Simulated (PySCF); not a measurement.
Heteronuclear NMR

Structure with atom numbers: `[O:1]=[C:2]([F:3])[F:4]`.

- B97-2/pcSseg-2 with gauge-including orbitals
- geometry: PBE0-D3(BJ)/def2-TZVP
- spin–spin couplings from B3LYP/pcJ-2
- code: PySCF
- averaged over atoms made equivalent by symmetry, fast rotation or ring inversion, single conformer, isolated molecule, relativity neglected

(1) Where does ¹⁹F resonate?

(2) What are the ¹⁷O shifts?

## Answers

(1) 
```json
{"atoms": "F3/F4", "environment": "fluorine bonded to C", "σ (ppm)": "200.1", "δ (ppm)": "-26.6"}
```

Shieldings were converted by a linear fit to measured shifts: ¹⁹F (scatter 4.2 ppm rms, 5.7 ppm with the 8 outliers that the fit left out vs CFCl3, solution or neat liquid, with a term for F on sp3 carbon). A few per cent of atoms miss by over 2 rms, more outside the fitted compound classes. Couplings are scaled by factors fitted to measured values: ¹J(C,F) × 0.78 (rms 5.7 Hz); all others are unscaled and can be 10–30 % off.

Couplings (the largest are listed; each averaged over equivalent pairs): ¹J(C2,F3) = -308.9 Hz, ²J(F3,F4) = -234.2 Hz, ²J(O1,F3) = 53.8 Hz.

On a 400 MHz spectrometer ¹⁹F resonates near 376.4 MHz, so 1 ppm is 376.4 Hz.

(2) 
| atoms | environment | σ (ppm) | δ (ppm) |
| --- | --- | --- | --- |
| O1 | carbonyl oxygen | 21.9 | 253.3 |

Shieldings were converted by a linear fit to measured shifts: ¹⁷O: δ = 274.03 − 0.947σ (rms 12.2 ppm, 99 shifts vs liquid water, solution or neat liquid). Occasional misses reach two or three times the rms, and more in compound classes unlike the fitted ones. Couplings are scaled by factors fitted to measured values: ¹J(C,F) × 0.78 (rms 5.7 Hz); all others are unscaled and can be 10–30 % off.

Couplings (the largest are listed; each averaged over equivalent pairs; quadrupolar broadening usually hides them): ¹J(O1,C2) = 20.7 Hz, ²J(O1,F3) = 53.8 Hz.

On a 400 MHz spectrometer ¹⁷O resonates near 54.2 MHz, so 1 ppm is 54.2 Hz.
